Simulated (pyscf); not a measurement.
AsH₃ + HO–GaH₂ → HO–GaH–AsH₂ + hydrogen (H₂) (four-centre exchange; singlet surface; As–H, Ga–H broken, As–Ga, H–H formed). Optimised with ωB97X-D3(BJ)/def2-SVP in PySCF. Rate constants from transition-state theory, ωB97M-D3(BJ)/def2-TZVP energies (ideal gas, 1 atm, RRHO with modes under 100 cm⁻¹ raised to 100, one conformer, R ln 2 for rigid chiral ones; no tunnelling), k in cm³ molecule⁻¹ s⁻¹.

```tsv
T (K)	1000/T	log10 k
298	3.354	-36.06
600	1.667	-24.20
900	1.111	-20.06
1200	0.833	?
```

### Question
Fit an Arrhenius line to the three values, give the activation energy, and predict k at 1200 K.

### Answer
Least squares gives log10 k = -12.24 − 7.11 × 1000/T, so Ea = 7.11 × ln 10 × 1.987 = 32.5 kcal/mol, against an electronic barrier of 30.8. At 1200 K the line gives -18.16; the computed value is -17.86 (ΔG‡ = 68.5 kcal/mol), a factor 2.0 over the line, since the plot is curved. On the reactant side the descent ends in a complex, 4.1 kcal/mol under the separated species and 30.2 kcal/mol under the saddle at ωB97X-D3(BJ)/def2-TZVP. At the saddle there is also a short Ga–H contact that neither side keeps. At ωB97X-D3(BJ) the barrier from the zero used here is 26.1 kcal/mol. One saddle was located; it need not be the lowest between these sides. Elements up to Kr have no core potential and no relativistic terms here.
